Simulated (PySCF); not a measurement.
# Working out the ionisation energy of Al

Al [Ne] 3s2 3p1 (2P) → Al⁺ [Ne] 3s2 (1S). Computed with PySCF 2.14 in cc-pVDZ-DK (4s3p1d, 18 functions), with the spin-free X2C one-electron Hamiltonian (Gaussian nucleus). Frozen: [Ne]. Energies in hartree (1 hartree = 27.21139 eV):

| part | Al (lower) | Al⁺ (upper) |
| --- | --- | --- |
| UHF | -242.308433 | -242.103608 |
| CCSD correlation | -0.047005 | -0.038401 |
| (T) | -0.000680 | 0.000000 |

**Question.** What does Hartree-Fock give?

**Answer.** (-242.103608) − (-242.308433) = 0.204825 hartree = 5.574 eV.

**Question.** What do CCSD and CCSD(T) give?

**Answer.** The CCSD correlation energies differ by 0.008604 hartree = 0.234 eV and the triples by 0.000680 hartree = 0.019 eV, so CCSD gives 5.808 eV and CCSD(T) 5.827 eV.

Measured between the centres of the two terms (NIST): 5.977 eV, so CCSD(T) (valence) is off by -0.150 eV.

A double-zeta basis recovers only part of the correlation energy.

What remains against the reference includes basis incompleteness, the frozen core and higher excitations.
